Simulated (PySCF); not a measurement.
Molecule: 1,4-cyclohexadiene, C$_{6}$H$_{8}$.

Molfile (atoms numbered from 1):
```
C6H8
     RDKit          3D

 14 14  0  0  0  0  0  0  0  0999 V2000
   -0.3574    1.3596   -0.1783 C   0  0  0  0  0  0  0  0  0  0  0  0
    0.9404    1.0444   -0.1692 C   0  0  0  0  0  0  0  0  0  0  0  0
    1.4523   -0.3516    0.0098 C   0  0  0  0  0  0  0  0  0  0  0  0
    0.3574   -1.3596    0.1783 C   0  0  0  0  0  0  0  0  0  0  0  0
   -0.9404   -1.0444    0.1692 C   0  0  0  0  0  0  0  0  0  0  0  0
   -1.4523    0.3516   -0.0098 C   0  0  0  0  0  0  0  0  0  0  0  0
   -0.6567    2.4039   -0.3154 H   0  0  0  0  0  0  0  0  0  0  0  0
    1.6869    1.8349   -0.2990 H   0  0  0  0  0  0  0  0  0  0  0  0
    2.1380   -0.3928    0.8785 H   0  0  0  0  0  0  0  0  0  0  0  0
    2.0911   -0.6315   -0.8507 H   0  0  0  0  0  0  0  0  0  0  0  0
    0.6567   -2.4039    0.3154 H   0  0  0  0  0  0  0  0  0  0  0  0
   -1.6869   -1.8349    0.2990 H   0  0  0  0  0  0  0  0  0  0  0  0
   -2.0911    0.6315    0.8507 H   0  0  0  0  0  0  0  0  0  0  0  0
   -2.1380    0.3928   -0.8785 H   0  0  0  0  0  0  0  0  0  0  0  0
  1  2  2  0
  2  3  1  0
  3  4  1  0
  4  5  2  0
  5  6  1  0
  6  1  1  0
  1  7  1  0
  2  8  1  0
  3  9  1  0
  3 10  1  0
  4 11  1  0
  5 12  1  0
  6 13  1  0
  6 14  1  0
M  END
```

Geometry PBE0-D3(BJ)/def2-SVP throughout; GIAO in PySCF 2.14, gas phase, one conformer, non-relativistic; equivalent atoms averaged; functional PBE0.

**Question.** How do the shifts δ (against TMS at the same level) depend on the basis set? (ppm; last column core-seconds on shared hosts with different chips, so compare them loosely)

**Answer.** 
```
    basis set  functions  C1/C2/C4/C5  C3/C6  H7/H8/H11/H12  H9/H10/H13/H14  core-s
       STO-3G         38        108.0   27.4           5.43            1.82     6.1
        6-31G         70        122.6   27.1           5.95            2.75     8.6
     pcSseg-0         70        135.5   28.4           5.65            2.58     4.4
       6-31G*        100        120.9   27.2           5.65            2.58      12
     def2-SVP        124        124.9   26.4           5.53            2.51      15
      cc-pVDZ        124        126.4   29.5           5.65            2.67     9.1
     pcSseg-1        142        132.4   29.5           5.80            2.75      13
6-311+G(2d,p)        210        130.9   29.3           5.95            2.89      34
  aug-cc-pVDZ        210        126.3   29.0           6.00            2.92      22
    def2-TZVP        234        132.5   30.5           5.94            2.86      40
     IGLO-III        290        135.6   30.5           5.93            2.90      34
      cc-pVTZ        292        131.5   29.9           5.90            2.82      36
     pcSseg-2        328        136.8   30.9           5.97            2.86      46
```

**Question.** Which nucleus moves most, in ppm?

**Answer.** C1/C2/C4/C5 (alkene CH): from 108.0 ppm with STO-3G to 136.8 ppm with pcSseg-2. The smallest spread is 0.57 ppm, at H7/H8/H11/H12. Proton shifts span only some 12 ppm, so a few tenths of a ppm matter as much there as several ppm in carbon.

**Question.** Taking the largest basis, pcSseg-2 (328 functions), as the yardstick, rank the others by their worst heavy-atom deviation.

**Answer.** IGLO-III 1.2 ppm (290 functions), pcSseg-0 2.5 ppm (70 functions), def2-TZVP 4.3 ppm (234 functions), pcSseg-1 4.4 ppm (142 functions), cc-pVTZ 5.3 ppm (292 functions), 6-311+G(2d,p) 5.8 ppm (210 functions), cc-pVDZ 10.3 ppm (124 functions), aug-cc-pVDZ 10.5 ppm (210 functions), def2-SVP 11.9 ppm (124 functions), 6-31G 14.2 ppm (70 functions), 6-31G* 15.9 ppm (100 functions), STO-3G 28.7 ppm (38 functions).

A small basis that lands close on one nucleus may do so by chance; judge by the trend and by all nuclei.
